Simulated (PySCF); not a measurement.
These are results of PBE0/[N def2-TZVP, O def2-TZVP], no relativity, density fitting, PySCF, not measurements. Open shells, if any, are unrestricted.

Question: What shape and geometry does isolated singlet NO₂⁺ take (every ligand bound to N)?

Answer: Counting electrons, nitrogen keeps none of its valence electrons outside its bonds, so the VSEPR class is AX2 and the expected shape is linear (D∞h), as computed. The lowest minimum found is a singlet of D∞h symmetry with N–O 1.110 Å (×2); O–N–O 180.0°. Its harmonic wavenumbers are 676 (πu), 1496 (σg+), 2525 (σu+) cm⁻¹ and its dipole moment is 0.00 D about the centre of mass.

Only a few start shapes were tried, so a lower isomer may exist.
